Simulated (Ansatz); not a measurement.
Scan of the H7–C3–C2 angle

C$_{3}$H$_{4}$S (SMILES C#CCS), closed shell, at its PBE0-D4/def2-TZVP minimum:

```tsv
atom	x (Å)	y (Å)	z (Å)
C1	-0.8599	1.5471	-1.1047
C2	-0.2472	0.7623	-0.4362
C3	0.4787	-0.1974	0.3657
S4	-0.3938	-1.8024	0.3272
H5	-1.4000	2.2473	-1.6968
H6	0.5462	0.1545	1.3971
H7	1.4889	-0.3237	-0.0286
H8	0.4793	-2.4449	1.1204
```

The angle H7–C3–C2 (109.9° at the minimum) is set to the values below, H7, with anything bonded beyond it, turning rigidly in the plane of the angle. Each method's energies count from its own value at the PBE0-D4 minimum structure. Program: Ansatz 0.2.0. Basis: def2-TZVPP. Cores are frozen in the correlated methods. B3LYP uses VWN-RPA correlation.

| angle (°) | CCSD(T) (kJ/mol) | PBE-D4 (kJ/mol) | B3LYP-D4 (kJ/mol) |
| --- | --- | --- | --- |
| 85.9 | 53.6 | 49.6 | 53.2 |
| 91.9 | 29.9 | 28.0 | 30.0 |
| 97.9 | 13.2 | 12.5 | 13.4 |
| 103.9 | 3.3 | 3.2 | 3.4 |
| 109.9 | 0.0 | 0.0 | 0.0 |
| 115.9 | 3.2 | 2.8 | 3.0 |
| 121.9 | 12.6 | 11.4 | 12.2 |
| 127.9 | 28.2 | 25.8 | 27.4 |
| 133.9 | 49.8 | 45.7 | 48.7 |

Largest difference from the CCSD(T) curve over the scan: r2SCAN-D4 1.9; PBE0-D4 2.1; wB97M-V 1.6; HF 7.4 kJ/mol. Each curve counts from its own value at the minimum.

No T1 diagnostic of these runs exceeds 0.012.

For scale, one of the runs: CCSD(T)/def2-TZVPP, 191 basis functions (an equivalent command: `ansatz run in.yaml --threads 4`). The run took 12 s on 4 CPU threads (shared host), with 2.2 GiB of host memory at its peak.
